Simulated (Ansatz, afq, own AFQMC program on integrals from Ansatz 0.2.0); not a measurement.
# CH2B, doublet → CH₂B⁺, triplet

```tsv
atom	x (Å)	y (Å)	z (Å)
B	0.0000	0.0000	0.8265
C	0.0000	0.0000	-0.5553
H	0.0000	-0.9252	-1.1237
H	0.0000	0.9252	-1.1237
```

Connectivity, by distances: B–CH2.

E(triplet, charge +1) − E(doublet, charge +0) at this geometry, on ROHF and UHF determinants.

Basis aug-cc-pVDZ. Only valence electrons are correlated. AFQMC by an in-house program on the Cholesky factors that Ansatz 0.2.0 writes for its CCSD(T) run. ph-AFQMC/CISD is guided by a CISD state made of CCSD amplitudes; releasing the constraint for a short imaginary time cuts its bias at the price of noise, slowly where states lie close. Error bars are statistical, one sigma. The errors of all members are added in quadrature.

No full CI on the walks' own integrals is used here; CCSDT(Q) serves as the reference and is uncertain by about the last step of the cluster series. Each member takes its own surest rung, up to full CI.

Errors are counted within aug-cc-pVDZ, not against nature.

Cautions: CH₂B (doublet): a spin-contaminated unrestricted determinant lies lower (UHF 152 meV lower, ⟨S²⟩ 0.91), its ph-AFQMC/CISD value lies 24 ± 4 meV above CCSDT(Q).

Reference (CCSDT(Q)): 905.9 kJ/mol.

| level | vertical ionization energy (kJ/mol) | error against CCSDT(Q) (kJ/mol) |
| --- | --- | --- |
| HF | 753.8 | -152.1 |
| MP2 | 894.2 | -11.7 |
| CCSD | 893.6 | -12.3 |
| CCSD(T) | 904.6 | -1.3 |
| CCSDT | 905.0 | -0.9 |
| ph-AFQMC/CISD | 904.1 ± 0.4 | -1.8 ± 0.4 |
| released AFQMC | 905.5 ± 0.4 | -0.4 ± 0.4 |

Correlation beyond CCSD(T) adds 1.3 kJ/mol. The perturbative (T) step is worth +11.0 kJ/mol.

A walk keeps the symmetry of its determinant, which the program's search chose and which needn't be the lowest solution, so a lower state of the same spin and another symmetry isn't excluded. Released energies are given only where the last usable release times agree within the noise; a slower fall can still hide under it.
